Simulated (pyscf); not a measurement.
HO–Si(OH)(OH)–OH + H• → H₂O + HO–Si•(OH)–OH, a substitution at O (doublet surface; O–Si broken, H–O formed). Single points on ωB97X-D3(BJ)/def2-SVP structures (PySCF, gas phase). Energies in kJ/mol from the separated reactants.

Small-basis levels: PySCF, no dispersion term, spherical d functions. Open shells are spin-unrestricted. 

### Question
Quick B3LYP/6-31G* single points give ΔE‡ = 128.3 kJ/mol and ΔE = +75.7 kJ/mol. What does ωB97M-D3(BJ)/def2-TZVP give, and how far is the quick result from it?

### Answer
ωB97M-D3(BJ)/def2-TZVP gives ΔE‡ = 144.2 kJ/mol and ΔE = +82.4 kJ/mol. B3LYP/6-31G* lies 15.9 kJ/mol under it in the barrier and 6.7 kJ/mol under it in the reaction energy, so on this step it does not hold to within 12.6 kJ/mol. ωB97M-D3(BJ)/def2-TZVP has limits of its own. On the product side the descent ends in a complex (not fully relaxed), 18.4 kJ/mol under the separated species and 96.3 kJ/mol under the saddle at ωB97X-D3(BJ)/def2-TZVP. At ωB97X-D3(BJ)/def2-TZVP the barrier from the zero used here is 159.4 kJ/mol. The same reactants have a lower exit, to •O–Si(OH)(OH)–OH + H₂ (barrier +88.6 kJ/mol at ωB97M-D3(BJ)/def2-TZVP, against +144.2 kJ/mol here). One saddle was located; it need not be the lowest between these sides. The angle at the attacked O is 136°.
